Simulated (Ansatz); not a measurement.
Al$_{2}$H$_{5}$N, SMILES `[NH2][AlH][AlH2]`. Charge 0, multiplicity 1.

Cartesian coordinates in Å:
```
N 0.462 -1.429 1.003
Al 0.818 0.178 0.341
Al -0.996 1.236 -1.185
H -0.386 -1.945 0.833
H 1.075 -1.957 1.604
H 2.228 0.783 0.767
H -0.799 2.622 -1.951
H -2.402 0.512 -1.413
```

(1) Give the diagnostics of a CCSD(T)/def2-TZVPP run (frozen core, Ansatz 0.2.0). (Estimate.)

Results:

(1) Ansatz gave: T1 = 0.0125, largest single amplitude 0.027, largest double 0.049, (T) share of the correlation energy 3.2 %, 10 CCSD cycles. The RHF solution is stable towards an unrestricted one. T1 lies under the customary mark of 0.02 for closed shells.
